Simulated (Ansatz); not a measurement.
C3H10Si can be A, `CC(C)[SiH3]`, or B, `CCC[SiH3]`.

Calculated with Ansatz (gas phase, PBE0-D4/def2-TZVP geometries, no zero-point term in ΔE). CBS: MP2 limit from def2 TZ/QZ plus the TZ coupled-cluster correction, frozen cores. DFT in def2-TZVPP. B3LYP here is the variant with VWN-RPA as its local correlation; programs differ in this. Each species was taken in one conformer, which may not be the lowest.

Task: Which is lower in electronic energy at CCSD(T)/CBS, and by how much? (Best estimate.)

Result: The calculation gave: B, by 4.0 kJ/mol.

Task: Give E(B) − E(A) in kJ/mol with PBE-D4, CCSD(T)/def2-TZVPP, B3LYP-D4, HF/def2-TZVPP, LDA (SPW92), B2PLYP, CCSD/def2-TZVPP. (Best estimate.)

Result: Ansatz gave: PBE-D4 -3.6, CCSD(T)/def2-TZVPP -3.8, B3LYP-D4 -4.0, HF/def2-TZVPP -9.3, LDA (SPW92) -2.7, B2PLYP -5.7, CCSD/def2-TZVPP -4.7. None reverses the order clearly.

Task: Does the order hold for the free energy at 298.15 K (harmonic terms from PBE0-D4)? (Best estimate.)

Result: Computed: Yes: G(B) − G(A) = -4.2 kJ/mol, for one conformer each.

Largest T1 diagnostic: 0.010.

Leaving LDA and LC-ωPBE aside and taking each functional with its dispersion term where it has one, the values, not all of them listed here, spread over 3.2 kJ/mol, from B2PLYP to revPBE-D4. The D4 term adds +3.3 kJ/mol with B3LYP and +1.7 kJ/mol with PBE0; it sums over pairs of atoms, weighted by their polarisabilities, and B3LYP, whose exchange is more repulsive, gets the larger term.
